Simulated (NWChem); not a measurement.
Everything below was run with NWChem. System: C₂H₅, charge 0, spin multiplicity 4, at the geometry of a parent with another charge or spin, in a state set for the comparison that need not be this species' ground state. Its SCF solution wasn't tested for a lower state. Level: UB3LYP/def2-TZVP, VWN1-RPA local correlation.

Input file:

```
start mol
memory heap 200 mb stack 900 mb global 1100 mb
geometry units angstroms nocenter noautoz noautosym
  C      0.786718    -0.111259    -0.017825
  C     -0.685588     0.101544    -0.001895
  H      1.478943     0.705476     0.202420
  H      1.207495    -1.114605    -0.125421
  H     -1.125296    -0.099810     0.999128
  H     -0.958487     1.139104    -0.255640
  H     -1.209431    -0.571879    -0.702167
end
basis spherical
  * library def2-tzvp
end
dft
  xc b3lyp
  odft
  mult 4
  semidirect memsize 60000000 filesize 0
  iterations 100
end
task dft energy
```

NWChem printed:

```
             Northwest Computational Chemistry Package (NWChem) 7.3.0
             --------------------------------------------------------

                                NWChem Input Module
                                -------------------

 Scaling coordinates for geometry "geometry" by  1.889725989
 (inverse scale =  0.529177249)

                             Geometry "geometry" -> ""
                             -------------------------

 Output coordinates in angstroms (scale by  1.889725989 to convert to a.u.)

  No.       Tag          Charge          X              Y              Z
 ---- ---------------- ---------- -------------- -------------- --------------
    1 C                    6.0000     0.78671800    -0.11125900    -0.01782500
    2 C                    6.0000    -0.68558800     0.10154400    -0.00189500
    3 H                    1.0000     1.47894300     0.70547600     0.20242000
    4 H                    1.0000     1.20749500    -1.11460500    -0.12542100
    5 H                    1.0000    -1.12529600    -0.09981000     0.99912800
    6 H                    1.0000    -0.95848700     1.13910400    -0.25564000
    7 H                    1.0000    -1.20943100    -0.57187900    -0.70216700

 Effective nuclear repulsion energy (a.u.)      36.7605030767

            Nuclear Dipole moment (a.u.)
            ----------------------------
        X                 Y               Z
 ---------------- ---------------- ----------------
     0.0000075589    -0.0000075589     0.0000000000


 Summary of "ao basis" -> "" (spherical)
 ------------------------------------------------------------------------------
       Tag                 Description            Shells   Functions and Types
 ---------------- ------------------------------  ------  ---------------------
 *                         def2-tzvp                  on all atoms

                                 NWChem DFT Module
                                 -----------------

 Summary of "ao basis" -> "ao basis" (spherical)
 ------------------------------------------------------------------------------
       Tag                 Description            Shells   Functions and Types
 ---------------- ------------------------------  ------  ---------------------
 C                         def2-tzvp                11       31   5s3p2d1f
 H                         def2-tzvp                 4        6   3s1p

 Summary of "ao basis" -> "ao basis" (spherical)
 ------------------------------------------------------------------------------
       Tag                 Description            Shells   Functions and Types
 ---------------- ------------------------------  ------  ---------------------
 C                         def2-tzvp                11       31   5s3p2d1f
 H                         def2-tzvp                 4        6   3s1p

            General Information
            -------------------
          SCF calculation type: DFT
          Wavefunction type:  spin polarized.
          No. of atoms     :     7
          No. of electrons :    17
           Alpha electrons :    10
            Beta electrons :     7
          Charge           :     0
          Spin multiplicity:     4
          Use of symmetry is: off; symmetry adaption is: off
          Maximum number of iterations: 100
          AO basis - number of functions:    92
                     number of shells:    42
          Convergence on energy requested:  1.00D-06
          Convergence on density requested:  1.00D-05
          Convergence on gradient requested:  5.00D-04

              XC Information
              --------------
                         B3LYP Method XC Potential
                     Hartree-Fock (Exact) Exchange  0.200
                        Slater Exchange Functional  0.800 local
                    Becke 1988 Exchange Functional  0.720 non-local
              Lee-Yang-Parr Correlation Functional  0.810
                  VWN I RPA Correlation Functional  0.190 local

             Grid Information
             ----------------
          Grid used for XC integration:  medium
          Radial quadrature: Mura-Knowles
          Angular quadrature: Lebedev.
          Tag              B.-S. Rad. Rad. Pts. Rad. Cut. Ang. Pts.
          ---              ---------- --------- --------- ---------
          C                   0.70       49           8.0       434
          H                   0.35       45          10.0       434
          Grid pruning is: on
          Number of quadrature shells:   323
          Spatial weights used:  Erf1

          Convergence Information
          -----------------------
          Convergence aids based upon iterative change in
          total energy or number of iterations.
          Levelshifting, if invoked, occurs when the
          HOMO/LUMO gap drops below (HL_TOL):  1.00D-02
          DIIS, if invoked, will attempt to extrapolate
          using up to (NFOCK): 10 stored Fock matrices.

                    Damping( 0%)  Levelshifting(0.5)       DIIS
                  --------------- ------------------- ---------------
          dE  on:    start            ASAP                start
          dE off:    2 iters        100 iters           100 iters

      Screening Tolerance Information
      -------------------------------
          Density screening/tol_rho:  1.00D-10
          AO Gaussian exp screening on grid/accAOfunc:  14
          CD Gaussian exp screening on grid/accCDfunc:  20
          XC Gaussian exp screening on grid/accXCfunc:  20
          Schwarz screening/accCoul:  1.00D-08

      Superposition of Atomic Density Guess
[...]
    77     -0.124463  5 H  s                 39     -0.092645  2 C  pz
    75     -0.085210  5 H  s                 88      0.079640  7 H  s
     7     -0.074299  1 C  py                10     -0.067792  1 C  py

 Vector   10  Occ=1.000000D+00  E=-3.897509D-02
              MO Center= -5.2D-01,  1.8D-01, -1.5D-01, r^2= 5.8D+00
   Bfn.  Coefficient  Atom+Function         Bfn.  Coefficient  Atom+Function
  ----- ------------  ---------------      ----- ------------  ---------------
    36      4.245311  2 C  s                 83     -1.724003  6 H  s
    89     -1.593634  7 H  s                 77     -1.194376  5 H  s
    12      0.843167  1 C  px                65     -0.789945  3 H  s
    71     -0.790047  4 H  s                  4      0.267311  1 C  s
    43     -0.265850  2 C  px                34      0.248277  2 C  s

 Vector   11  Occ=0.000000D+00  E= 2.654373D-02
              MO Center=  6.0D-01, -8.9D-02,  5.6D-02, r^2= 6.4D+00
   Bfn.  Coefficient  Atom+Function         Bfn.  Coefficient  Atom+Function
  ----- ------------  ---------------      ----- ------------  ---------------
     5      3.611947  1 C  s                 36     -3.557333  2 C  s
    65     -1.522811  3 H  s                 71     -1.450759  4 H  s
    77      1.012397  5 H  s                 89      0.905356  7 H  s
    83      0.741042  6 H  s                 43     -0.644197  2 C  px
     4      0.531180  1 C  s                 12     -0.328715  1 C  px

 Vector   12  Occ=0.000000D+00  E= 3.559665D-02
              MO Center= -1.5D-01,  5.4D-02, -3.9D-01, r^2= 5.8D+00
   Bfn.  Coefficient  Atom+Function         Bfn.  Coefficient  Atom+Function
  ----- ------------  ---------------      ----- ------------  ---------------
    83      1.529322  6 H  s                 89     -1.463277  7 H  s
    71     -1.311391  4 H  s                 65      1.072878  3 H  s
    44     -0.761028  2 C  py                13     -0.627997  1 C  py
    38     -0.216153  2 C  py                 5      0.188707  1 C  s
    43     -0.169951  2 C  px                 7     -0.167285  1 C  py

 Vector   13  Occ=0.000000D+00  E= 6.503625D-02
              MO Center= -8.8D-01, -2.1D-01,  8.8D-01, r^2= 4.4D+00
   Bfn.  Coefficient  Atom+Function         Bfn.  Coefficient  Atom+Function
  ----- ------------  ---------------      ----- ------------  ---------------
    77      2.617997  5 H  s                 45     -1.551286  2 C  pz
    89     -1.210853  7 H  s                 83     -0.812711  6 H  s
    14      0.513079  1 C  pz                39     -0.264835  2 C  pz
     4     -0.260226  1 C  s                 36     -0.248450  2 C  s
    43      0.234771  2 C  px                35      0.216699  2 C  s

                     DFT Final Beta Molecular Orbital Analysis
                     -----------------------------------------

 Vector    5  Occ=1.000000D+00  E=-4.879927D-01
              MO Center=  3.1D-01, -2.1D-02, -6.1D-02, r^2= 1.9D+00
   Bfn.  Coefficient  Atom+Function         Bfn.  Coefficient  Atom+Function
  ----- ------------  ---------------      ----- ------------  ---------------
     7      0.259182  1 C  py                38      0.202952  2 C  py
    10      0.175484  1 C  py                70     -0.164971  4 H  s
    64      0.162213  3 H  s                 41      0.149992  2 C  py
    82      0.113223  6 H  s                 63      0.112444  3 H  s
    69     -0.112802  4 H  s                 88     -0.106707  7 H  s

 Vector    6  Occ=1.000000D+00  E=-4.566206D-01
              MO Center= -5.9D-01, -5.5D-04,  2.7D-01, r^2= 1.5D+00
   Bfn.  Coefficient  Atom+Function         Bfn.  Coefficient  Atom+Function
  ----- ------------  ---------------      ----- ------------  ---------------
    39      0.296043  2 C  pz                76      0.227167  5 H  s
    42      0.223892  2 C  pz                75      0.165884  5 H  s
    37     -0.151338  2 C  px                 6      0.143307  1 C  px
    40     -0.120352  2 C  px                45      0.100725  2 C  pz
     9      0.090394  1 C  px                88     -0.073025  7 H  s

 Vector    7  Occ=1.000000D+00  E=-4.553421D-01
              MO Center= -1.2D-01,  2.4D-02, -7.8D-02, r^2= 1.8D+00
   Bfn.  Coefficient  Atom+Function         Bfn.  Coefficient  Atom+Function
  ----- ------------  ---------------      ----- ------------  ---------------
     6      0.269756  1 C  px                37     -0.265978  2 C  px
    40     -0.208341  2 C  px                 9      0.183120  1 C  px
    39     -0.159526  2 C  pz                88      0.122625  7 H  s
    42     -0.120398  2 C  pz                82      0.107791  6 H  s
    64      0.094930  3 H  s                 70      0.091775  4 H  s

 Vector    8  Occ=0.000000D+00  E=-3.449845D-01
              MO Center= -1.1D-01,  7.7D-02, -1.3D-01, r^2= 2.4D+00
   Bfn.  Coefficient  Atom+Function         Bfn.  Coefficient  Atom+Function
  ----- ------------  ---------------      ----- ------------  ---------------
    38      0.253587  2 C  py                 7     -0.192577  1 C  py
    41      0.185767  2 C  py                82      0.186584  6 H  s
    88     -0.170604  7 H  s                 64     -0.165457  3 H  s
    70      0.164540  4 H  s                 81      0.130428  6 H  s
    10     -0.121898  1 C  py                87     -0.118500  7 H  s

 Vector    9  Occ=0.000000D+00  E=-1.138709D-01
              MO Center=  6.6D-01, -9.9D-02, -2.0D-02, r^2= 1.9D+00
   Bfn.  Coefficient  Atom+Function         Bfn.  Coefficient  Atom+Function
  ----- ------------  ---------------      ----- ------------  ---------------
    14      0.490018  1 C  pz                 8      0.375801  1 C  pz
    11      0.317817  1 C  pz                77     -0.198013  5 H  s
    76     -0.124946  5 H  s                 89      0.084182  7 H  s
    13     -0.082107  1 C  py                75     -0.073990  5 H  s
    88      0.070662  7 H  s                  7     -0.064473  1 C  py

 Vector   10  Occ=0.000000D+00  E= 2.545659D-02
              MO Center= -4.7D-01,  1.4D-02,  1.5D-02, r^2= 6.1D+00
   Bfn.  Coefficient  Atom+Function         Bfn.  Coefficient  Atom+Function
  ----- ------------  ---------------      ----- ------------  ---------------
    36      4.402739  2 C  s                 89     -1.536990  7 H  s
    77     -1.528065  5 H  s                 83     -1.480261  6 H  s
    12      0.927555  1 C  px                71     -0.924648  4 H  s
    65     -0.846949  3 H  s                  4      0.268428  1 C  s
    34      0.248399  2 C  s                 35     -0.200321  2 C  s

   alpha - beta orbital overlaps
   -----------------------------

   alpha      1      2      3      4      5      6      7      8      9     10
    beta      2      1      3      4      5      7      6      8      9     10
 overlap   0.998  0.998  0.997  0.997  0.992  0.847  0.847  0.990  0.985  0.990

   alpha     11     12     13     14     15     16     17     18     19     20
    beta     11     12     13     14     15     16     17     18     19     20
 overlap   0.993  0.982  0.989  0.980  0.973  0.982  0.991  0.949  0.853  0.897

   alpha     21     22     23     24     25     26     27     28     29     30
    beta     21     22     23     24     25     26     27     28     29     30
 overlap   0.994  0.965  0.966  0.986  0.971  0.980  0.994  0.990  0.964  0.963

   alpha     31     32     33     34     35     36     37     38     39     40
    beta     31     32     33     34     35     36     37     38     39     40
 overlap   0.999  0.995  0.993  0.999  0.982  0.986  0.990  0.987  0.994  0.919

   alpha     41     42     43     44     45     46     47     48     49     50
    beta     41     42     43     44     45     46     47     48     49     50
 overlap   0.923  0.990  0.986  0.962  0.968  0.929  0.931  0.972  0.997  0.970

   alpha     51     52     53     54     55     56     57     58     59     60
    beta     51     52     53     54     55     56     58     57     59     60
 overlap   0.997  0.999  0.998  0.991  0.986  0.992  0.951  0.952  0.999  0.999

   alpha     61     62     63     64     65     66     67     68     69     70
    beta     61     62     63     64     65     66     67     68     69     70
 overlap   0.996  0.997  0.993  0.990  0.999  0.998  0.993  0.967  0.936  0.944

   alpha     71     72     73     74     75     76     77     78     79     80
    beta     71     72     73     74     75     76     77     78     79     80
 overlap   0.995  0.993  0.932  0.935  0.991  0.995  0.998  0.999  0.999  0.998

   alpha     81     82     83     84     85     86     87     88     89     90
    beta     81     82     83     84     85     86     87     88     89     90
 overlap   0.999  0.999  1.000  1.000  1.000  0.999  0.998  0.998  0.998  0.999

   alpha     91     92
    beta     91     92
 overlap   1.000  1.000

     --------------------------
     Expectation value of S2:
     --------------------------
      <S2> =      3.7553 (Exact =     3.7500)

 center of mass
 --------------
 x =   0.03917759 y =  -0.00376381 z =  -0.00763944

 moments of inertia (a.u.)
 ------------------
          18.935680755254           8.854653289254           0.112398697575
           8.854653289254          78.686421765413          -1.131235539279
           0.112398697575          -1.131235539279          85.985024511838

     Multipole analysis of the density
     ---------------------------------

     L   x y z        total         alpha         beta         nuclear
     -   - - -        -----         -----         ----         -------
     0   0 0 0     -0.000000    -10.000000     -7.000000     17.000000

     1   1 0 0      0.557495      0.253720      0.303767      0.000008
     1   0 1 0     -0.196733     -0.254952      0.058227     -0.000008
     1   0 0 1      0.148969      0.366833     -0.217864      0.000000

     2   2 0 0    -12.042331    -38.250598    -23.168000     49.376267
     2   1 1 0     -0.484789      2.864353      2.126209     -5.475350
     2   1 0 1     -0.059902     -0.542424      0.334274      0.148247
     2   0 2 0    -16.047487    -20.957965     -7.626617     12.537095
     2   0 1 1     -0.165672     -0.970661     -0.280517      1.085507
     2   0 0 2    -14.722286    -14.352436     -6.138116      5.768266

 Task  times  cpu:       11.7s     wall:       11.7s

 Total times  cpu:       11.7s     wall:       11.7s
```
